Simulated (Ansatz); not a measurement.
Basis-set extrapolation for `[AlH3-][NH2+][SiH3]` (PBE0-D4/def2-TZVP geometry, frozen core, Ansatz 0.2.0). Multiplicity 1, RHF reference.

```csv
,def2-TZVPP,def2-QZVPP
HF,-590.025161,-590.044880
MP2 correlation,-0.455499,-0.487451
CCSD(T) correlation,-0.523955,not run
```

Energies in hartree. Use E(X) = E(∞) + A·exp(−7.88·√X) for Hartree–Fock and E(X) = E(∞) + B·X^(−2.97) for correlation, with X = 3 and 4, and add CCSD(T) minus MP2 of the smaller set to the MP2 limit.

**Question.** What is the CCSD(T) energy at the basis-set limit?

**Answer.** HF limit: -590.044880 + (-0.019719) × 0.13774 = -590.04760. MP2 limit: -0.487451 + (-0.031952) × 0.74074 = -0.51112. Higher-order term: -0.523955 − (-0.455499) = -0.06846. Total: -590.62718 hartree, 205.0 kJ/mol below CCSD(T)/def2-TZVPP.
